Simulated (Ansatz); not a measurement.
# Al₂B+ (triplet): wave-function methods side by side, def2-QZVPP

An exercise on one series of results from a longer session: the logs are not shown, and one member is left open.

The runs use Ansatz 0.2.0, Gaussian basis; def2-QZVPP, core rule «outside noble gas», up to 11 orbitals frozen.

The runs, in order: UHF; ROHF; CCSD(T) on UHF.

2 further runs of the same task are left out: 2 set aside as unsound or not needed.

**The geometry**

The geometry is a PBE0/def2-TZVP stationary point (not a proven minimum) of the parent state, kept for this charge and spin.

3 atoms, charge 1, spin multiplicity 3.

Atoms are counted from 1 here; the program's logs count them from 0.

Bond lengths: Al1–B2 2.081 Å, B2–Al3 2.081 Å. Angles: Al1–B2–Al3 180.0°.

The first run:

in.yaml reads:

```yaml
crystal:
  periodic: [false, false, false]
  atoms:
    - {symbol: Al, position_ang: [0.000000, 0.000000, 2.080901]}
    - {symbol: B, position_ang: [0.000000, 0.000000, 0.000000]}
    - {symbol: Al, position_ang: [0.000000, 0.000000, -2.080901]}
basis:
  gaussian: {orbitals: "def2-QZVPP.json"}
total_charge: 1
magnetization: {spin_polarized: true, initial_magnetization: 2}
hamiltonian: {xc: hf}
output: {orbitals: {seedname: orbitals}}
```

On the command line:

```sh
$ ansatz run in.yaml --threads 1 --pin off --events-out ev --progress --plain --max-ram 2393MiB
```

Among the steps run: UHF; ROHF; CCSD(T) on UHF.

One table of the session follows, with a row left open; its other results are not shown here.

```
  method  from UCCSD(T) (meV)
    ROHF              +5870.3
     UHF              +5048.8
    UMP2                    ?
   UCCSD               +371.8
UCCSD(T)                    0
```

**Question.** Estimate the row for UMP2.

The run gave: from UCCSD(T) (meV): +1226.2. In the column «from UCCSD(T) (meV)» it lies between UCCSD (+371.8) and UHF (+5048.8).

The program flags UCCSD(T) as in doubt (see the logs), so the zero of the table is itself unsure.

Caveats from the session: The determinant is far from a pure spin state, so its energy mixes those of several spin states (harmless only where they are near-degenerate, as at dissociation). The program flags UCCSD(T) as in doubt, so the zero of the table is itself unsure.
